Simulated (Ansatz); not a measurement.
Process, species as SMILES: [NH+]#[C-] (C-NH) + 3 [H][H] (H2) → C (CH4) + N (NH3)
B3LYP-D3(BJ)/def2-TZVP geometries, fixed; electronic energies without zero-point terms.
Largest species:
```
C
H 1 1.0892
H 1 1.0892 2 109.47
H 1 1.0892 2 109.47 3 120.00
H 1 1.0892 2 109.47 3 -120.00
```
Charge 0, spin multiplicity 1.

Core correlation in the energy of full hydrogenation at MP2 with Ansatz (a first-principles code), in kcal/mol: frozen core against all electrons. Core-valence sets carry the plain set on hydrogen.

| basis | functions, most | frozen core | all electrons | core term (second minus first) |
|---|---|---|---|---|
| cc-pVDZ | 34 | -87.32 | -87.99 | -0.67 |
| cc-pCVDZ | 41 | -87.01 | -87.46 | -0.44 |
| cc-pVTZ | 86 | -91.59 | -93.96 | -2.37 |
| cc-pCVTZ | 100 | -91.04 | -91.32 | -0.28 |
| cc-pwCVTZ | 100 | -90.88 | -91.20 | -0.32 |
| cc-pVQZ | 175 | -92.67 | -94.23 | -1.56 |
| cc-pwCVQZ | 204 | -92.47 | -92.77 | -0.30 |
| cc-pCVQZ | 204 | -92.51 | -92.81 | -0.30 |

The largest core-valence set, cc-pCVQZ, gives a core term of -0.30 kcal/mol; the valence set cc-pVQZ, which lacks functions for the core, gives -1.56.
